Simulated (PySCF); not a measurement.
Compound: piperazine, C4H10N2.
Cartesian coordinates in Å at the PBE0-D3(BJ)/def2-SVP level; atoms count from 1:
```xyz
16
C4H10N2 angstrom
C     -1.3442    0.3712   -0.2970
C     -0.3464    1.3421    0.3347
N      1.0352    1.0207    0.0200
C      1.3442   -0.3712    0.2970
C      0.3464   -1.3421   -0.3347
N     -1.0352   -1.0207   -0.0200
H     -1.3341    0.5106   -1.3951
H     -2.3736    0.5878    0.0347
H     -0.4609    1.3078    1.4352
H     -0.5560    2.3816    0.0313
H      1.2134    1.2182   -0.9638
H      2.3736   -0.5878   -0.0347
H      1.3341   -0.5106    1.3951
H      0.4609   -1.3078   -1.4352
H      0.5560   -2.3816   -0.0313
H     -1.2134   -1.2182    0.9638
```

The calculation used TDDFT wB97X-D/def2-SVPD, vertical, gas phase, core orbitals frozen in the response (PySCF 2.14.0, density-fitted response routines).

Computed states:

| state | E (eV) | f |
| --- | --- | --- |
| S1 | 5.82 | 0.0000 |
| S2 | 6.19 | 0.045 |
| S3 | 6.69 | 0.049 |
| S4 | 6.78 | 0.010 |
| S5 | 7.35 | 0.0000 |
| S6 | 7.61 | 0.0000 |
| S7 | 7.84 | 0.0000 |
| S8 | 8.05 | 0.078 |
| S9 | 8.15 | 0.0000 |
| S10 | 8.28 | 0.0013 |

Each state is given a Gaussian of 0.3 eV full width at half maximum, with ε(max) = 2.175×10⁸ f / Δν̃ (Δν̃ the width in cm⁻¹). The cross-section is σ = 3.8235×10⁻²¹ ε cm², given in Mb (10⁻¹⁸ cm²). The width is an assumption, not a result. The curve ends short of the highest state used, and states not computed would add to its high-energy end.

Question: Give the broadened spectrum and its maxima.

Answer: 
(E (eV), σ (Mb)): (5.37, 0.00), (5.43, 0.00), (5.50, 0.00), (5.57, 0.00), (5.63, 0.00), (5.70, 0.01), (5.76, 0.06), (5.83, 0.31), (5.90, 1.24), (5.96, 3.19), (6.03, 7.28), (6.09, 11.60), (6.16, 15.10), (6.23, 14.55), (6.29, 11.17), (6.36, 6.63), (6.42, 4.59), (6.49, 5.84), (6.56, 10.70), (6.62, 15.89), (6.69, 19.59), (6.75, 18.69), (6.82, 13.62), (6.89, 7.51), (6.95, 3.63), (7.02, 1.20), (7.08, 0.38), (7.15, 0.08), (7.22, 0.01), (7.28, 0.00), (7.35, 0.00), (7.41, 0.00), (7.48, 0.00), (7.55, 0.01), (7.61, 0.06), (7.68, 0.35)

Maxima: 200 nm (6.19 eV), ε about 4000, made up of S2 (100%); 185 nm (6.71 eV), ε about 5200, made up of S3 (84%) and S4 (16%) (ε in L mol⁻¹ cm⁻¹; maxima over ε = 5, shares over 10%). At its high-energy end, 7.68 eV, the curve is still rising (ε about 93, from S8).

Question: On this curve, what absorbance would a 10⁻⁵ mol/L sample give at 193 nm over a 1 cm path?

Answer: 193 nm is 6.424 eV, where ε is about 1200 L mol⁻¹ cm⁻¹, so A = ε c l ≈ 0.012 (Beer–Lambert, with the gas-phase spectrum and the assumed width).

Question: Coming from long wavelengths, where does ε first pass 100 L mol⁻¹ cm⁻¹?

Answer: At about 212 nm (5.84 eV), 0.02 eV above S1.

Question: What would ε be at 6.71 eV, the highest of these maxima, with half the width (0.15 eV)?

Answer: About 9570 L mol⁻¹ cm⁻¹ against 5160, a factor of about 1.9; a lone state at its own centre would give exactly 2.

From S8 up the states lie above the vertical ionisation energy of 7.86 eV (ΔSCF), that is within the continuum, which a finite basis only mimics.

One conformer stands for the species.
